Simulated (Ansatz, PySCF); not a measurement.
System: lithium hydride, LiH, charge 0, multiplicity 1. 
Geometry from a B3LYP-D3(BJ)/def2-TZVP (Ansatz, a first-principles code) optimisation:
SMILES: [LiH]
```xyz
2

Li     0.0000     0.0000    -0.3977
H      0.0000     0.0000     1.1930
```

Property: atomisation energy (electronic, to ground-state atoms), in kcal/mol. Cores are frozen in the correlated levels unless marked. UHF or UKS for open shells. Spin-orbit coupling is left out. No relativistic terms. Basis-set limits of correlation are two-point, X^-3; Hartree-Fock from the larger set.

```
level                                      program  atomisation energy (kcal/mol)
-----------------------------------  -------------  -----------------------------
HF/def2-TZVPPD                              Ansatz                           33.8
TPSS-D4/def2-TZVPD                   PySCF + dftd4                           58.9
RI-MP2/def2-QZVPPD                          Ansatz                           52.1
RI-MP2/CBS(def2-TZVPPD,def2-QZVPPD)         Ansatz                           52.9
SCS-MP2/def2-TZVPP                          Ansatz                           53.5
```

### Question
What does CCSD(T)/CBS(def2-TZVPPD,def2-QZVPPD) (Ansatz) give?

### Answer
57.6 kcal/mol, so SCS-MP2/def2-TZVPP differs from it by -4.1 kcal/mol.
